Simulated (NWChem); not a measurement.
System: nitrogen trifluoride (NF₃); SMILES FN(F)F

NWChem input:

```
start job
memory heap 200 mb stack 900 mb global 1100 mb
geometry units angstroms noautoz
  F      0.860803     0.860803    -0.121585
  N      0.000000     0.000000     0.466697
  F     -1.175879     0.315076    -0.121585
  F      0.315076    -1.175879    -0.121585
end
basis spherical
  * library 6-31+g*
end
dft
  xc b3lyp
  iterations 150
  mulliken
end
task dft energy
```

Output (shortened):

```
             Northwest Computational Chemistry Package (NWChem) 7.3.0
             --------------------------------------------------------

 C3V symmetry detected

                             Geometry "geometry" -> ""
                             -------------------------

 Output coordinates in angstroms (scale by  1.889725989 to convert to a.u.)

  No.       Tag          Charge          X              Y              Z
 ---- ---------------- ---------- -------------- -------------- --------------
    1 F                    9.0000     0.86080314     0.86080314    -0.12111688
    2 N                    7.0000     0.00000000     0.00000000     0.46716512
    3 F                    9.0000    -1.17587895     0.31507582    -0.12111688
    4 F                    9.0000     0.31507582    -1.17587895    -0.12111688

 Effective nuclear repulsion energy (a.u.)     134.9581687452

      Symmetry information
      --------------------

 Group name             C3v
 Group number             17
 Group order               6
 No. of unique centers     2

                                 NWChem DFT Module
                                 -----------------

 Summary of "ao basis" -> "ao basis" (spherical)
 ------------------------------------------------------------------------------
       Tag                 Description            Shells   Functions and Types
 ---------------- ------------------------------  ------  ---------------------
 F                          6-31+g*                  8       18   4s3p1d
 N                          6-31+g*                  8       18   4s3p1d

      Symmetry analysis of basis
      --------------------------

        a1         21
        a2          5
        e          46

  Rotation of axis

            General Information
            -------------------
          SCF calculation type: DFT
          Wavefunction type:  closed shell.
          No. of atoms     :     4
          No. of electrons :    34
           Alpha electrons :    17
            Beta electrons :    17
          Charge           :     0
          Spin multiplicity:     1
          Use of symmetry is: on ; symmetry adaption is: on
          Maximum number of iterations: 150
          AO basis - number of functions:    72
                     number of shells:    32
          Convergence on energy requested:  1.00D-06
          Convergence on density requested:  1.00D-05
          Convergence on gradient requested:  5.00D-04

              XC Information
              --------------
                         B3LYP Method XC Potential
                     Hartree-Fock (Exact) Exchange  0.200
                        Slater Exchange Functional  0.800 local
                    Becke 1988 Exchange Functional  0.720 non-local
              Lee-Yang-Parr Correlation Functional  0.810
                  VWN I RPA Correlation Functional  0.190 local

             Grid Information
             ----------------
          Grid used for XC integration:  medium
          Radial quadrature: Mura-Knowles
          Angular quadrature: Lebedev.
          Tag              B.-S. Rad. Rad. Pts. Rad. Cut. Ang. Pts.
          ---              ---------- --------- --------- ---------
          F                   0.50       49           8.0       434
          N                   0.65       49           7.0       434
          Grid pruning is: on
          Number of quadrature shells:    98
          Spatial weights used:  Erf1

      Superposition of Atomic Density Guess
      -------------------------------------

 Sum of atomic energies:        -352.43040941

      Non-variational initial energy
      ------------------------------

 Total energy =    -353.004640
 1-e energy   =    -760.296148
 2-e energy   =     272.333339
 HOMO         =      -0.329478
 LUMO         =       0.124155

      Symmetry analysis of molecular orbitals - initial
      -------------------------------------------------

  Numbering of irreducible representations:

     1 a1          2 a2          3 e

  Orbital symmetries:

     1 a1          2 e           3 e           4 a1          5 a1
     6 e           7 e           8 a1          9 e          10 e
    11 a1         12 e          13 e          14 e          15 e
    16 a2         17 a1         18 e          19 e          20 a1
    21 a1         22 a1         23 e          24 e          25 e
    26 e          27 e

     ---------------------------------------------
      Total Density - Mulliken Population Analysis
     ---------------------------------------------

    Atom       Charge   Shell Charges
 -----------   ------   -------------------------------------------------------
    1 F    9     9.36   2.00  0.95  3.38  1.03  2.01 -0.09  0.07  0.01
    2 N    7     5.91   2.00  0.84  1.35  0.80  0.58  0.14  0.09  0.10
    3 F    9     9.36   2.00  0.95  3.38  1.03  2.01 -0.09  0.07  0.01
    4 F    9     9.36   2.00  0.95  3.38  1.03  2.01 -0.09  0.07  0.01

   convergence    iter        energy       DeltaE   RMS-Dens  Diis-err
 ---------------- ----- ----------------- --------- --------- ---------
 d= 0,ls=0.0,diis     1   -353.8580082680 -4.89D+02  2.64D-02  2.24D+00
 d= 0,ls=0.0,diis     2   -353.2973834152  5.61D-01  1.62D-02  9.44D+00
 d= 0,ls=0.0,diis     3   -354.0929187567 -7.96D-01  1.92D-03  3.94D-02
 d= 0,ls=0.0,diis     4   -354.0954998806 -2.58D-03  6.05D-04  1.19D-02
 d= 0,ls=0.0,diis     5   -354.0964073088 -9.07D-04  5.00D-05  2.05D-05
  Resetting Diis
 d= 0,ls=0.0,diis     6   -354.0964096320 -2.32D-06  1.79D-05  5.70D-07
 d= 0,ls=0.0,diis     7   -354.0964097412 -1.09D-07  2.28D-06  1.36D-08

         Total DFT energy =     -354.096409741249
      One electron energy =     -758.923747638881
           Coulomb energy =      307.977958611967
    Exchange-Corr. energy =      -38.108789459524
 Nuclear repulsion energy =      134.958168745189

 Numeric. integr. density =       33.999999960335

                  Occupations of the irreducible representations
                  ----------------------------------------------

                     irrep           alpha         beta
                     --------     --------     --------
                     a1                6.0          6.0
                     a2                1.0          1.0
                     e                10.0         10.0

                       DFT Final Molecular Orbital Analysis
                       ------------------------------------

 Vector   15  Occ=2.000000D+00  E=-4.687135D-01  Symmetry=e
              MO Center=  3.6D-01,  1.1D-01, -8.3D-02, r^2= 1.8D+00
   Bfn.  Coefficient  Atom+Function         Bfn.  Coefficient  Atom+Function
  ----- ------------  ---------------      ----- ------------  ---------------
     5      0.346588  1 F  pz                 4      0.299002  1 F  py
    58      0.296807  4 F  py                59     -0.247616  4 F  pz
     3      0.216531  1 F  px                 9      0.216613  1 F  pz
    40      0.198231  3 F  py                 8      0.188744  1 F  py
    62      0.187318  4 F  py                39      0.160886  3 F  px

 Vector   16  Occ=2.000000D+00  E=-4.522254D-01  Symmetry=a2
              MO Center=  2.1D-14, -1.2D-14, -1.2D-01, r^2= 1.9D+00
   Bfn.  Coefficient  Atom+Function         Bfn.  Coefficient  Atom+Function
  ----- ------------  ---------------      ----- ------------  ---------------
    40      0.399501  3 F  py                57     -0.399501  4 F  px
     3      0.292455  1 F  px                 4     -0.292455  1 F  py
    44      0.250871  3 F  py                61     -0.250871  4 F  px
     7      0.183650  1 F  px                 8     -0.183650  1 F  py
    39      0.107046  3 F  px                58     -0.107046  4 F  py

 Vector   17  Occ=2.000000D+00  E=-3.676510D-01  Symmetry=a1
              MO Center= -2.9D-16, -9.4D-16,  3.4D-01, r^2= 1.5D+00
   Bfn.  Coefficient  Atom+Function         Bfn.  Coefficient  Atom+Function
  ----- ------------  ---------------      ----- ------------  ---------------
    24      0.473895  2 N  s                 23      0.442130  2 N  pz
     5     -0.297838  1 F  pz                41     -0.297838  3 F  pz
    59     -0.297838  4 F  pz                20      0.216465  2 N  s
     9     -0.198635  1 F  pz                45     -0.198635  3 F  pz
    63     -0.198635  4 F  pz                27      0.187100  2 N  pz

 Vector   18  Occ=0.000000D+00  E= 7.227486D-03  Symmetry=e
              MO Center= -1.4D-01, -1.0D-01,  3.4D-01, r^2= 2.5D+00
   Bfn.  Coefficient  Atom+Function         Bfn.  Coefficient  Atom+Function
  ----- ------------  ---------------      ----- ------------  ---------------
    46      0.603006  3 F  s                 29      0.576061  2 N  px
    64     -0.552376  4 F  s                 25      0.498598  2 N  px
    30     -0.494783  2 N  py                21      0.467787  2 N  px
    26     -0.428250  2 N  py                22     -0.401786  2 N  py
    42      0.296492  3 F  s                 47      0.277897  3 F  px

 Vector   19  Occ=0.000000D+00  E= 7.227486D-03  Symmetry=e
              MO Center=  1.4D-01,  1.0D-01,  3.4D-01, r^2= 2.5D+00
   Bfn.  Coefficient  Atom+Function         Bfn.  Coefficient  Atom+Function
  ----- ------------  ---------------      ----- ------------  ---------------
    10      0.667060  1 F  s                 30     -0.576061  2 N  py
    26     -0.498598  2 N  py                29     -0.494783  2 N  px
    22     -0.467787  2 N  py                25     -0.428250  2 N  px
    21     -0.401786  2 N  px                64     -0.377377  4 F  s
     6      0.327987  1 F  s                 46     -0.289683  3 F  s

[...]
```

Level: B3LYP/6-31+G* (spherical d). All runs use the structure optimised with PBE0/def2-SVP.
